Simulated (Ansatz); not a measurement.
**Molecular dynamics, step by step**

SiH$_{6}$SO, singlet, BLYP-D4/STO-3G (Ansatz 0.2.0). Settings (timestep in fs, temperature in K; T counts 21 degrees of freedom):

```yaml
hamiltonian: {xc: {name: BLYP}, dispersion: d4}
md: {n_steps: 30, timestep: 0.5, temperature: 300, ensemble: nve, seed: 447, initial_velocities: maxwell_boltzmann}
```

Start, the saddle point found with PBE0-D4 in triple zeta (not stationary at another level):

```xyz
9
angstrom
Si 0.1511 0.8499 -0.1190
S 1.2388 -1.1720 0.9027
H -0.7824 1.6979 -0.9529
H 0.0071 1.4567 1.2221
H 1.4279 1.0138 -0.8530
H -0.2635 -1.3372 -0.2148
O -0.9270 -0.5902 -0.5473
H 0.4613 -1.2712 1.9940
H -1.3132 -0.6477 -1.4318
```

```
step  time (fs)  potential energy less the start (meV)  kinetic energy (meV)  T (K)
   0       0.00                                    0.0                 271.4    300
   2       1.00                                 -107.1                 376.0    416
   4       2.00                                 -232.0                 499.0    552
   6       3.00                                 -252.6                 521.0    576
   8       4.00                                 -224.4                 494.4    546
  10       5.00                                 -235.7                 506.0    559
  12       6.00                                 -297.9                 567.1    627
  14       7.00                                 -347.4                 614.9    680
  16       8.00                                 -296.1                 563.2    622
  18       9.00                                 -140.4                 410.2    453
  20      10.00                                  -45.0                 316.9    350
  22      11.00                                 -124.4                 394.0    435
  24      12.00                                 -257.2                 524.6    580
  26      13.00                                 -311.8                 579.3    640
  28      14.00                                 -279.3                 547.8    605
  30      15.00                                 -214.0                 483.5    534
```

Step 2, positions (Å) and forces (eV/Å):

```tsv
atom	x	y	z	Fx	Fy	Fz
Si1	0.154	0.848	-0.118	0.527	0.246	-0.824
S2	1.238	-1.170	0.904	-0.759	0.241	-2.132
H3	-0.807	1.717	-0.935	0.745	-0.640	0.553
H4	0.009	1.436	1.197	0.054	0.385	0.240
H5	1.441	1.035	-0.868	-0.724	0.230	0.397
H6	-0.242	-1.369	-0.213	1.763	-1.055	1.005
O7	-0.931	-0.590	-0.549	0.005	0.799	2.551
H8	0.467	-1.276	1.991	-0.709	0.025	0.913
H9	-1.329	-0.650	-1.443	-0.902	-0.231	-2.703
```

Step 8, positions (Å) and forces (eV/Å):

```tsv
atom	x	y	z	Fx	Fy	Fz
Si1	0.163	0.845	-0.118	-0.466	0.257	-2.543
S2	1.236	-1.166	0.904	-1.102	-0.410	-1.181
H3	-0.834	1.738	-0.850	0.852	-0.502	0.272
H4	0.016	1.403	1.159	0.106	0.635	1.464
H5	1.434	1.106	-0.884	-0.750	-0.104	0.589
H6	-0.098	-1.489	-0.157	0.435	1.010	0.645
O7	-0.945	-0.587	-0.550	-0.306	-1.541	-1.109
H8	0.449	-1.288	2.025	-0.091	0.113	-0.098
H9	-1.394	-0.661	-1.557	1.322	0.542	1.961
```

Step 12, positions (Å) and forces (eV/Å):

| atom | x | y | z | Fx | Fy | Fz |
| --- | --- | --- | --- | --- | --- | --- |
| Si1 | 0.169 | 0.843 | -0.122 | -1.539 | 0.340 | -1.096 |
| S2 | 1.233 | -1.163 | 0.902 | -1.014 | -0.773 | -0.126 |
| H3 | -0.812 | 1.727 | -0.779 | 0.290 | 0.152 | -0.284 |
| H4 | 0.025 | 1.410 | 1.195 | 0.297 | 0.070 | 0.544 |
| H5 | 1.394 | 1.151 | -0.868 | 0.008 | -0.174 | 0.230 |
| H6 | 0.025 | -1.532 | -0.087 | -0.052 | 1.059 | 0.438 |
| O7 | -0.955 | -0.589 | -0.553 | 0.228 | -1.536 | -0.859 |
| H8 | 0.427 | -1.291 | 2.050 | 0.394 | 0.173 | -0.858 |
| H9 | -1.388 | -0.646 | -1.569 | 1.389 | 0.688 | 2.010 |

Last step (30):

Si1  (0.158, 0.840, -0.136)
S2  (1.229, -1.160, 0.902)
H3  (-0.774, 1.904, -0.718)
H4  (0.210, 1.296, 1.212)
H5  (1.444, 1.239, -0.822)
H6  (0.089, -1.577, 0.002)
O7  (-0.961, -0.620, -0.533)
H8  (0.385, -1.242, 1.965)
H9  (-1.136, -0.341, -1.616)
(Å)

The run took about 19 s on 2 CPU threads of an Arm Neoverse V2 (shared host).
